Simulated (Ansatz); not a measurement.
Results of PBEsol (Ansatz, a first-principles code, PAW) for fluorite SrCl2.

Numerical settings: plane-wave cutoff 520 eV, 6×6×6 k mesh, scalar-relativistic PAW data made under PBE.

Cell (relaxed at this level):

```
CELL_PARAMETERS angstrom
      0.00000     3.45390     3.45390
      3.45390     0.00000     3.45390
      3.45390     3.45390     0.00000
ATOMIC_POSITIONS crystal
  Sr 0.00000 0.00000 0.00000
  Cl 0.25000 0.25000 0.25000
  Cl 0.75000 0.75000 0.75000
```

**Question.** Give the computed Young modulus, elastic constant C11, elastic constant C12 and elastic constant C44.

**Answer.** 
- Young modulus = 39.8 GPa
- elastic constant C11 = 73.1 GPa
- elastic constant C12 = 20.6 GPa
- elastic constant C44 = 10.2 GPa

Elastic constants are with the ions relaxed.

Cost on a shared machine: very roughly 60 core-seconds.
